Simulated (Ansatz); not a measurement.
# SiPN+ (quartet): the correlation ladder, def2-TZVPP

One table from this session's results is given with a row withheld; the runs are named, their logs left out.

The runs use Ansatz 0.2.0, Gaussian basis; def2-TZVPP, core rule «outside noble gas», up to 11 orbitals frozen.

Plan: UHF; ROHF; CCSD(T) on UHF.

2 further runs of the same task are left out: 2 set aside as unsound or not needed.

## The system

The geometry is a PBE0/def2-TZVP stationary point (not a proven minimum) of the parent state, kept for this charge and spin.

3 atoms, charge 1, spin multiplicity 4.

Atoms are counted from 1 here; the program's logs count them from 0.

Bond lengths: P1–N2 1.590 Å, N2–Si3 1.609 Å. Angles: P1–N2–Si3 180.0°.

Set-up of the first run:

Contents of in.yaml:

```yaml
crystal:
  periodic: [false, false, false]
  atoms:
    - {symbol: P, position_ang: [0.000000, 0.000000, -1.596600]}
    - {symbol: N, position_ang: [0.000000, 0.000000, -0.006400]}
    - {symbol: Si, position_ang: [0.000000, 0.000000, 1.603000]}
basis:
  gaussian: {orbitals: def2-TZVPP}
total_charge: 1
magnetization: {spin_polarized: true, initial_magnetization: 3}
hamiltonian: {xc: hf}
output: {orbitals: {seedname: orbitals}}
```

The run is started by

```sh
> ansatz run in.yaml --threads 1 --pin off --events-out ev --progress --plain --max-ram 2560MiB --backend cpu
```

Steps of the session up to this table: UHF; ROHF; CCSD(T) on UHF.

One table of the session follows, with a row left open; its other results are not shown here.

```
  method  from UCCSD(T) (meV)
    ROHF             +11583.1
     UHF             +10857.1
    UMP2              +1855.4
   UCCSD                    ?
UCCSD(T)                    0
```

**Question.** Estimate the row for UCCSD.

As computed: from UCCSD(T) (meV): +675.0. In the column «from UCCSD(T) (meV)» it lies between UCCSD(T) (0) and UMP2 (+1855.4).

To keep in mind: The determinant is far from a pure spin state, so its energy mixes those of several spin states (harmless only where they are near-degenerate, as at dissociation).
